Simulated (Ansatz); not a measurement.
`CC(C)(C)Cl` + H₂ → `CC(C)C` + HCl at 298.15 K and 1 bar (hydrogenolysis of a C–Cl bond).

Calculated with Ansatz (gas phase, PBE0-D4/def2-TZVP geometries, no zero-point term in ΔE). CBS: MP2 limit from def2 TZ/QZ plus the TZ coupled-cluster correction, frozen cores. This one scheme is used for every species.

```csv
species,CCSD(T)/CBS energy (Eh),H − E (kJ/mol),S (J/(mol·K))
`CC(C)(C)Cl`,-617.42843,341.1,317.6
H₂,-1.17544,35.1,130.4
`CC(C)C`,-158.24397,362.7,292.8
HCl,-460.38127,26.6,186.8
```

H − E and S are ideal-gas, rigid-rotor, harmonic terms from PBE0-D4/def2-TZVP. The MP2-based limit puts H₂ 0.8 mEh under its directly extrapolated value; such offsets cancel only in part. 1 Eh = 2625.50 kJ/mol, R = 8.31446 J/(mol·K).

By hand: ΔE, ΔH, ΔS and ΔG.

ΔE = (-158.24397) + (-460.38127) − (-617.42843) − (-1.17544) = -0.02137 Eh = -56.1 kJ/mol. Δ(H − E) = 362.7 + 26.6 − 341.1 − 35.1 = 13.1, so ΔH = -43.0 kJ/mol. ΔS = 292.8 + 186.8 − 317.6 − 130.4 = 31.6 J/(mol·K). ΔG = -43.0 − 298.15 × (31.6)/1000 = -52.4 kJ/mol.

By hand: the equilibrium constant, and the temperature at which ΔG would vanish if ΔH and ΔS stayed fixed.

log₁₀ K = −ΔG/(RT ln 10) = 9.2. ΔH and −TΔS have one sign here, so there is no such temperature.

ΔH outweighs TΔS. A doubt of 5 kJ/mol in ΔE shifts log₁₀ K by 0.9 here. These are equilibria of isolated gas molecules and say nothing of rates. Largest T1 diagnostic: 0.009 (customary marks: 0.02 for closed shells, 0.045 for open ones).
